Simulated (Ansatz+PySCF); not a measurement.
Stretching doublet OH

The O–H distance is varied.

Basis set: 6-31G (spherical functions). Frozen core: 1 orbital. Correlation on ROHF uses semicanonical orbitals with singles. Charge 0, multiplicity 2.

Computed with Ansatz (development build ahead of 0.2.0) and PySCF 2.14.0, each point on the determinant that the search for low states chose. Each curve is measured from its own lowest point listed.

| r(O–H) (Å) | ROHF-MP2 (eV) | UHF-CCSD (eV) | full CI (lowest root of this spin) (eV) |
| --- | --- | --- | --- |
| 0.879 | 0.340 | 0.371 | 0.378 |
| 0.928 | 0.079 | 0.101 | 0.106 |
| 1.025 | 0.000 | 0.000 | 0.000 |
| 1.074 | 0.101 | 0.087 | 0.084 |
| 1.123 | 0.260 | 0.228 | 0.221 |
| 1.221 | 0.680 | 0.604 | 0.590 |
| 1.269 | 0.919 | 0.815 | 0.796 |
| 1.318 | 1.166 | 1.031 | 1.007 |
| 1.416 | 1.668 | 1.457 | 1.422 |
| 1.465 | 1.916 | 1.661 | 1.620 |
| 1.562 | 2.395 | 2.038 | 1.984 |
| 1.611 | 2.625 | 2.209 | 2.148 |
| 1.660 | 2.846 | 2.367 | 2.300 |
| 1.758 | 3.261 | 2.642 | 2.564 |
| 1.806 | 3.454 | 2.758 | 2.677 |
| 1.855 | 3.637 | 2.861 | 2.778 |
| 1.953 | 3.973 | 3.029 | 2.944 |
| 2.002 | 4.125 | 3.095 | 3.012 |

Task: Give the ROHF curve at the same distances.

Result:

```
r (Å)  E (eV)
0.879   0.202
0.928   0.000
1.025   0.037
1.074   0.195
1.123   0.409
1.221   0.940
1.269   1.235
1.318   1.539
1.416   2.156
1.465   2.463
1.562   3.067
1.611   3.361
1.660   3.649
1.758   4.204
1.806   4.471
1.855   4.730
1.953   5.225
2.002   5.461
```

Caution for ROHF at some points, ROHF-MP2 at some points: an unrestricted determinant lies well below. Caution for ROHF-MP2 at some points, UHF-CCSD at some points: bonds are stretched, where a single reference can fail; large amplitudes, a single reference is doubtful. Caution for ROHF-MP2 at some points: forces differ strongly between restricted and unrestricted references; a plain start can end on a higher determinant. Caution for UHF-CCSD at some points: the unrestricted determinant is a mixture of spin states.
